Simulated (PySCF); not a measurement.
## Potential energy of SF⁻ along the bond

Set-up: basis S def2-TZVPPD, F def2-TZVPPD; no relativity; PySCF 2.14. Energies in eV from S + F⁻ in their ground configurations at the same level. State: ¹Σ⁺ (singlet), closed shell.

```json
{"R (Å)": "1.474", "r²SCAN": "-1.697"}
{"R (Å)": "1.543", "r²SCAN": "-2.182"}
{"R (Å)": "1.611", "r²SCAN": "-2.453"}
{"R (Å)": "1.663", "r²SCAN": "-2.553"}
{"R (Å)": "1.714", "r²SCAN": "-2.588"}
{"R (Å)": "1.765", "r²SCAN": "-2.573"}
{"R (Å)": "1.834", "r²SCAN": "-2.495"}
{"R (Å)": "1.920", "r²SCAN": "-2.335"}
{"R (Å)": "2.022", "r²SCAN": "-2.090"}
{"R (Å)": "2.160", "r²SCAN": "-1.725"}
```

Problem. Put a parabola through the three lowest points of the r²SCAN curve and estimate Re, k and ωe (reduced mass 11.92 u; 1 eV/Å² = 0.16022 mdyn/Å; ωe = 1302.8·√(k/μ) cm⁻¹).

Solution. Through R = 1.663, 1.714, 1.765 Å the second-order coefficient is 9.61 eV/Å², so Re ≈ 1.724 Å, k ≈ 3.08 mdyn/Å and ωe ≈ 662 cm⁻¹. A polynomial fit of higher order to the unrounded r²SCAN energies gives Re = 1.722 Å, k = 2.89 mdyn/Å, ωe = 641 cm⁻¹; anharmonicity and rounding make the difference.

The higher-order fit for each curve: r²SCAN: Re = 1.722 Å, ωe = 641 cm⁻¹, De = 2.59 eV.

For an ion De counts to the pair picked by the measured ionisation energies or electron affinities, which need not be the lowest pair at this level. The highest Kohn–Sham level is positive in this anion. Much of that is self-interaction error, but it also means that the finite basis helps to hold the extra electron.
